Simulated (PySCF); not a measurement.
**Molecular orbitals of Li₂**

B97-3 at R = 2.693 Å; Li STO-3G; no relativity (PySCF 2.14). State: ¹Σg⁺ (singlet), closed shell. Only the outer orbitals are listed.

```json
{"orbital": "σu", "occ.": "2", "ε (eV)": "-52.19", "main shells (%)": "100 s"}
{"orbital": "σg", "occ.": "2", "ε (eV)": "-52.18", "main shells (%)": "100 s"}
{"orbital": "σg", "occ.": "2", "ε (eV)": "-2.86", "main shells (%)": "93 s"}
{"orbital": "σu", "occ.": "0", "ε (eV)": "0.01", "main shells (%)": "69 s, 31 p"}
{"orbital": "πu", "occ.": "0", "ε (eV)": "0.86", "main shells (%)": "100 p"}
{"orbital": "πu", "occ.": "0", "ε (eV)": "0.86", "main shells (%)": "100 p"}
```

Question: Which are the highest filled and the lowest empty level, where do they sit, and how wide is the gap?

Answer: Highest filled σg at -2.86 eV (in %: 93 s); lowest empty σu at 0.01 eV (in %: 69 s, 31 p); the gap at B97-3 is 2.87 eV. An empty level above zero is unbound, and its energy depends on the basis.

| Quantity | Value |
| --- | --- |
| bond order (Mayer) | 1.00 |
| ⟨S²⟩ | 0.000 |

Closed-shell solutions of metal pairs were not tested for spin polarisation, which can lower them a little. STO-3G is very small, so such numbers show the basis as much as the molecule.
